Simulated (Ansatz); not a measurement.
A made-up structure of Al2NH5, singlet:

| atom | x (Å) | y (Å) | z (Å) |
| --- | --- | --- | --- |
| N1 | 0.2048 | 0.8732 | 0.1112 |
| Al2 | -1.2537 | 0.9419 | -0.8960 |
| Al3 | 1.0519 | -1.4893 | 0.7750 |
| H4 | -2.0219 | -0.2731 | -1.3902 |
| H5 | -1.9171 | 2.2166 | -1.3914 |
| H6 | 0.6018 | 1.7805 | 0.3554 |
| H7 | 2.3159 | -1.7357 | 1.7164 |
| H8 | 0.3129 | -2.8043 | 0.2491 |

It is relaxed with PBE-D4/def2-SVP and then PBE0-D4/def2-TZVP (Ansatz 0.2.0). Atoms count as bonded within 1.22 times the sum of their covalent radii (H–H: 0.88 Å). The end point is not checked to be a true minimum.

**Question.** Does its bonding change? (Judge from chemistry; the calculation decides.)

**Answer.** By the calculation: Yes. Formed: N1–Al3; broken: none.

Where it ends: The first stage lowers the energy by 2.67 eV in 7 steps. It ends as Al₂NH₅ ([AlH2][NH][AlH2]):
```
8
angstrom
N 0.2110 0.4291 0.1412
Al -1.2188 0.7696 -0.8728
Al 0.8910 -1.1403 0.6540
H -2.0411 -0.4648 -1.4237
H -1.6021 2.2777 -1.1766
H 0.7098 1.2464 0.4743
H 2.1870 -1.1531 1.5672
H 0.1578 -2.4547 0.1659
```

Labels in which every atom is bracketed show which atoms are joined, not bond orders.

For scale, one of the runs: PBE0-D4/def2-TZVP relaxation, 135 basis functions, launched by `ansatz run in.yaml --threads 2 --pin off --events-out ev --progress --plain --max-ram 4352MiB`. Hardware: 2 CPU threads of an Arm Neoverse V2, shared host. Wall time about 15 s.
